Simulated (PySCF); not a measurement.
Isomers of CHNS, one conformer each. Method used: core-valence-separated Tamm–Dancoff BHandHLYP/aug-pcX-1 (pcseg-1 on H, def2-SVPD on S) in PySCF, non-relativistic, gas phase, PBE0-D3(BJ)/def2-SVP geometry. No empirical shift is added; at this level the pattern usually sits a few eV under experiment.

P. isothiocyanic acid (`S=C=N`)
Q. thiofulminic acid (`[S-][N+]#C`)

Main lines, eV (oscillator strength):
1. C K: 284.0 (0.118), 289.6 (0.027); N K: 399.2 (0.119), 404.4 (0.013)
2. C K: 284.2 (0.082), 285.2 (0.080), 290.2 (0.011); N K: 398.2 (0.023), 398.4 (0.043), 400.5 (0.015), 402.5 (0.015), 403.0 (0.008)
Listed: the first five lines at most of each edge with a tenth or more of its strongest line's intensity; roots within 0.03 eV on the same or equivalent atoms are summed. Only the lowest roots were sought, and the top ones are left out.

Question: Which spectrum belongs to which isomer?

Answer: 1 = Q, 2 = P.
- P: first C line listed at 284.2 eV, hole on the isothiocyanate carbon; first N line listed at 398.2 eV, hole on the isothiocyanate nitrogen.
- Q: first C line listed at 284.0 eV, hole on the triply bonded carbon (1s→π*); first N line listed at 399.2 eV, hole on the nitrogen bonded to C and S (1s→π*).

Question: What are the ground-state energies of the isomers at BHandHLYP/aug-pcX-1 (pcseg-1 on H, def2-SVPD on S), relative to the lowest?

Answer: P 0.0, Q 164.6 kJ/mol (electronic energies on these geometries, no dispersion or zero-point terms).
